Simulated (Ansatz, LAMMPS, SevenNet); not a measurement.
How well does each level of theory give the elastic constant C44 of rock-salt BaO?

Reference value: 33.7 GPa (measured, temperature not stated, no zero-point or thermal correction; as tabulated in Oses et al. (2018), arXiv:1811.08464).

```tsv
level (code)	value (GPa)	cell (Å³/atom)	difference (%)
ionic model lewis1985b (shell model, LAMMPS)	57.8	20.94	+72
SevenNet-0	31.3	22.03	-7.1
LDA (Ansatz)	33.9	20.06	+0.6
PBE (Ansatz)	35.6	21.65	+5.6
Hartree–Fock (Ansatz)	41.0	22.38	+22
```

The reference's temperature isn't stated, so close values are not ranked against it. Off by more than 25 %, or 35 % on the side where a correction would as a rule narrow the miss (bounds picked here): ionic model lewis1985b (+72 %).

The reference isn't brought to a static lattice, while the calculations are for one, so the differences are not the levels' errors alone. A static lattice is as a rule stiffer than a warm one, by over a tenth in soft solids.  Each level is taken at its own relaxed cell. Ansatz's density-functional and Hartree–Fock values are scalar-relativistic unless marked +SOC, with PAW data made under PBE.

Empirical potentials (ionic model lewis1985b) are fitted to chosen data: where that held the value shown, agreement is built in, and what lay outside the fit can be far off. Machine-learned potentials (SevenNet-0) are trained on DFT data: a solid inside that data is no test of them.

Differences are worked out from the printed values.

Ansatz is an electronic-structure program.
